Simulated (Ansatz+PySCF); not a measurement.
A calculation with Ansatz (development build ahead of 0.2.0).

```yaml
crystal:
  periodic: [false, false, false]
  atoms:
    - { symbol: H, position_ang: [-2.46137, -0.02278, 0.24105] }
    - { symbol: "N", position_ang: [-1.56239, -0.35164, -0.06727] }
    - { symbol: C, position_ang: [-0.50715, 0.54325, 0.01714] }
    - { symbol: C, position_ang: [0.81241, 0.11672, -0.00208] }
    - { symbol: "N", position_ang: [1.92242, -0.25405, -3.0e-05] }
    - { symbol: H, position_ang: [-1.37263, -1.30709, 0.15192] }
    - { symbol: H, position_ang: [-0.72717, 1.58719, -0.01544] }
basis:
  gaussian: { orbitals: cc-pVTZ }
magnetization:
  spin_polarized: true
  initial_magnetization: 1
hamiltonian:
  xc: hf
correlation:
  method: mp2
  frozen_orbitals: { C: 1, H: 0, "N": 1 }
output:
  forces: true
```

The input is written out in the form of the current development build from the run's settings.

Results

```yaml
Converged: yes
Reference_energy: -186.40566 hartree
Correlation_energy: -0.67412 hartree
Total_energy: -187.07978 hartree
Spin_squared_of_the_determinant: 0.917
Stability_test: minimum
```

Forces (eV/Å):
```tsv
atom	Fx	Fy	Fz
H1	0.065	0.027	-0.028
N2	0.647	0.800	-0.015
C3	-1.291	-0.374	-0.014
C4	5.200	-1.934	0.010
N5	-4.666	1.577	-0.025
H6	0.110	-0.329	0.077
H7	-0.065	0.234	-0.005
```

Caution: the unrestricted determinant is spin contaminated; forces differ strongly between restricted and unrestricted references.
